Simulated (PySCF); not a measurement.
## Reproducing measurements on C3H8O2

**The experiment to reproduce.**

NIST CCCBDB Release 22 (SRD 101), experimental polarizabilities lists, for the gas: mean polarisability 7.7 Å³.

The runs below try to reproduce these values; the comparison stands at the end.

Species: C3H8O2.
SMILES with atom numbers: `[CH3:1][O:2][CH2:3][O:4][CH3:5]` (hydrogens: H6, H7, H8 on C1; H9, H10 on C3; H11, H12, H13 on C5)

Geometry (PBE0-D3(BJ)/def2-TZVP, Å), atoms numbered from 1 in this order:
```
atom  x, y, z in Å
C1    -1.8637   -0.0560   -0.0080
O2    -0.7986    0.5226    0.7097
C3     0.2225    0.9908   -0.1120
O4     0.9102   -0.0147   -0.7837
C5     1.6612   -0.8423    0.0738
H6    -2.3085    0.6687   -0.7028
H7    -2.6164   -0.3579    0.7196
H8    -1.5387   -0.9320   -0.5778
H9     0.8962    1.5510    0.5488
H10   -0.1772    1.6452   -0.8971
H11    2.3742   -0.2518    0.6641
H12    1.0197   -1.4021    0.7615
H13    2.2121   -1.5409   -0.5550
```

Runs made with PySCF (gas phase, on this PBE0-D3(BJ)/def2-TZVP geometry; no spin–orbit coupling):

```json
{"level": "CAM-B3LYP/aug-cc-pVTZ", "job": "10 singlets by full TDDFT, 4 Tamm–Dancoff triplets, polarisability", "basis functions": "414"}
{"level": "PBE0/aug-cc-pVTZ", "job": "10 singlets by full TDDFT, 4 Tamm–Dancoff triplets, polarisability, dynamic polarisability, density and orbital grids written", "basis functions": "414"}
{"level": "wB97X-D/aug-cc-pVTZ", "job": "10 singlets by full TDDFT, 4 Tamm–Dancoff triplets, polarisability, ΔSCF ions", "basis functions": "414"}
```

Results beside the measurements:

**Mean polarisability.** Measured: 7.7 Å³ (NIST CCCBDB Release 22 (SRD 101), experimental polarizabilities).

```json
{"level": "CAM-B3LYP/aug-cc-pVTZ", "computed (Å³)": "7.36", "computed − measured (Å³)": "-0.34", "% (from the printed values)": "-4"}
{"level": "PBE0/aug-cc-pVTZ", "computed (Å³)": "7.41", "computed − measured (Å³)": "-0.29", "% (from the printed values)": "-4"}
{"level": "wB97X-D/aug-cc-pVTZ", "computed (Å³)": "7.35", "computed − measured (Å³)": "-0.35", "% (from the printed values)": "-5"}
```

Closest is PBE0/aug-cc-pVTZ (-0.29 Å³), furthest wB97X-D/aug-cc-pVTZ (-0.35 Å³); one molecule doesn't rank methods. All 3 levels lie below the measurement. The computed values are static and purely electronic, with core orbitals frozen in the response (1 au = 0.148185 Å³). The table of measured values doesn't say here whether a value is static or optical, or holds a vibrational part. The measurement averages over conformers, the calculation has one.

No measured geometry was used, and the causes of the misses weren't examined.
